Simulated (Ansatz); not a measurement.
Total energies of CHF (`[CH]F`).

| atom | x (Å) | y (Å) | z (Å) |
| --- | --- | --- | --- |
| C1 | -0.2256 | -0.4366 | 0.1341 |
| F2 | -0.2765 | 0.3176 | -0.9243 |
| H3 | 0.5022 | 0.1190 | 0.7902 |

Total charge 0; spin multiplicity 1. The structure was optimised at the PBE0-D4/def2-TZVP level. Basis def2-TZVPP, Ansatz.

RPA on PBE orbitals: Hartree–Fock energy of these orbitals -137.79218 Eh, correlation -0.62455 Eh (frozen core).

```csv
functional,energy without D4 (Eh),D4 term (kJ/mol)
LDA (SPW92),-137.45531,–
PBE,-138.31819,-1.3
revPBE,-138.42379,-5.8
r2SCAN,-138.39486,-0.3
B97M-V,-138.42932,–
PBE0,-138.31822,-1.1
B3LYP,-138.46921,-2.2
r2SCANh,-138.38699,-0.3
r2SCAN0,-138.37578,-0.3
BHLYP,-138.40615,-1.4
CAM-B3LYP,-138.42237,-1.1
LC-ωPBE,-138.37975,–
ωB97X-V,-138.42073,–
PBE-QIDH,-138.29768,–
```

**Question.** Give the same for BLYP, HSE06 (plane-wave form), ωB97M-V, B2PLYP. (Estimate.)

**Answer.** The calculation gave: 
| functional | energy without D4 (Eh) | D4 term (kJ/mol) |
| --- | --- | --- |
| BLYP | -138.44960 | -3.2 |
| HSE06 (plane-wave form) | -138.31210 | -1.0 |
| ωB97M-V | -138.42791 | – |
| B2PLYP | -138.37873 | – |

B3LYP takes the VWN-RPA correlation (the form of Gaussian; ORCA's B3LYP/G). HSE06 is the plane-wave form, built on full-range PBE exchange. The double hybrids freeze the cores in their second-order part.

LC-ωPBE has ω = 0.4 bohr⁻¹.
